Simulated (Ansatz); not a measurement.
# Al₂NH₆+ (SMILES [NH3+][AlH][AlH2]): functionals against CCSD(T) at one geometry

The task here is to estimate one member of a computed series from the others.

Method: single points in def2-TZVPP; program: Ansatz 0.2.0, Gaussian basis.

Cores are frozen in the correlated methods.

**Starting geometry**

SMILES `[NH3+][AlH][AlH2]`, 9 atoms, charge 1, spin multiplicity 1.

Atoms are counted from 1 here; the program's logs count them from 0.

Bond lengths: N1–Al2 2.131 Å, N1–H4 1.010 Å, N1–H5 1.067 Å, N1–H6 1.056 Å, Al2–Al3 2.633 Å, Al2–H7 1.614 Å, Al3–H8 1.599 Å, Al3–H9 1.680 Å. Angles: Al2–N1–H4 116.9°, Al2–N1–H5 112.0°, Al2–N1–H6 114.3°, H4–N1–H5 106.8°, H4–N1–H6 104.8°, H5–N1–H6 100.6°, N1–Al2–Al3 104.7°, N1–Al2–H7 97.4°, Al3–Al2–H7 157.5°, Al2–Al3–H8 142.9°, Al2–Al3–H9 94.6°, H8–Al3–H9 122.5°.

As a file:

```
atom     x (Å)     y (Å)     z (Å)
  N1  -0.84510   1.02760  -0.66910
 Al2   0.81650  -0.29500  -0.84960
 Al3   0.94440  -1.52940   1.47230
  H4  -1.72930   0.61630  -0.40560
  H5  -1.01670   1.57790  -1.56650
  H6  -0.69950   1.81690   0.01730
  H7   1.15610   0.00890  -2.39800
  H8   1.78160  -2.61580   2.29440
  H9  -0.33190  -0.67270   2.14990
```

Set-up of the first run:

The input, run/in.yaml:

```yaml
crystal:
  periodic: [false, false, false]
  atoms:
    - {symbol: N, position_ang: [-0.845100, 1.027600, -0.669100]}
    - {symbol: Al, position_ang: [0.816500, -0.295000, -0.849600]}
    - {symbol: Al, position_ang: [0.944400, -1.529400, 1.472300]}
    - {symbol: H, position_ang: [-1.729300, 0.616300, -0.405600]}
    - {symbol: H, position_ang: [-1.016700, 1.577900, -1.566500]}
    - {symbol: H, position_ang: [-0.699500, 1.816900, 0.017300]}
    - {symbol: H, position_ang: [1.156100, 0.008900, -2.398000]}
    - {symbol: H, position_ang: [1.781600, -2.615800, 2.294400]}
    - {symbol: H, position_ang: [-0.331900, -0.672700, 2.149900]}
basis:
  gaussian: {orbitals: def2-TZVPP}
total_charge: 1
correlation: {method: ccsd_t}
output: {forces: true}
```

The command line of these runs was not kept.

Among the steps run: CCSD(T)/def2-TZVPP; PBE0-D4/def2-TZVPP; wB97M-V/def2-TZVPP; r2SCAN-D4/def2-TZVPP; PBE-D4/def2-TZVPP; HSE06-D4/def2-TZVPP; B97M-V/def2-TZVPP.

One of the session's tables, all rows but one given; the rest of the session is left out.

| method | RMS force component (eV/Å) | angle to CCSD(T) forces (°) |
| --- | --- | --- |
| CCSD(T) | 0.728 | reference |
| PBE0-D4 | 0.732 | 3.4 |
| wB97M-V | 0.750 | 3.7 |
| r2SCAN-D4 | ? | ? |
| PBE-D4 | 0.644 | 9.9 |
| HSE06-D4 | 0.730 | 3.4 |
| B97M-V | 0.761 | 7.2 |

**Question.** Estimate the row for r2SCAN-D4.

The run gave: RMS force component (eV/Å): 0.716; angle to CCSD(T) forces (°): 2.1. In the column «RMS force component (eV/Å)» it lies between PBE-D4 (0.644) and CCSD(T) (0.728).
